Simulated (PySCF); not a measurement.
Compound: C3H3 (doublet state).
SMILES with atom numbers: `[C:1]1=[CH:2][CH2:3]1` (hydrogens: H4 on C2; H5, H6 on C3)

Geometry (PBE0-D3(BJ)/def2-SVP, Å), atoms numbered from 1 in this order:
```
atom  x, y, z in Å
C1     0.2517    0.9726   -0.6492
C2     0.9267    0.1015    0.0098
C3    -0.6460   -0.0355   -0.0417
H4     1.7870   -0.4045    0.4324
H5    -1.0865   -0.8352   -0.6563
H6    -1.2265    0.2051    0.8619
```

Computed with UKS B3LYP, IGLO-III on C, pcH-1 on H, non-relativistic, mean-field spin-orbit, GIAO in PySCF 2.14.0. Isolated species at its PBE0-D3(BJ)/def2-SVP geometry, gas phase. Stability of the SCF solution: not tested.

Q: Predict the first-order ENDOR lines of H5/H6 and H4 under fast tumbling at B = 333.3 mT (X band).

A: For S = 1/2 in fast tumbling each set of equivalent nuclei gives two lines, ν± = |νn ± a/2| to first order, with νn = g_N μN B/h and μN/h = 7.62259 MHz/T.

| nuclei | isotope | g_N | νn (MHz) | a_iso (MHz) | lower line (MHz) | upper line (MHz) |
| --- | --- | --- | --- | --- | --- | --- |
| H5/H6 | 1H | 5.5857 | 14.19 | -18.66 | 4.86 | 23.52 |
| H4 | 1H | 5.5857 | 14.19 | 8.14 | 10.12 | 18.26 |

Q: Which pairs are centred on the nuclear Larmor frequency, and which on half the coupling?

A: Centred on νn, since |a| < 2νn: H5/H6 and H4. No pair has |a| > 2νn.

Class means assume fast exchange of nuclei equivalent by connectivity; if that motion is slow, each nucleus keeps its own coupling.

The largest Mulliken spin populations are on C1 (+0.65) and C3 (+0.33).
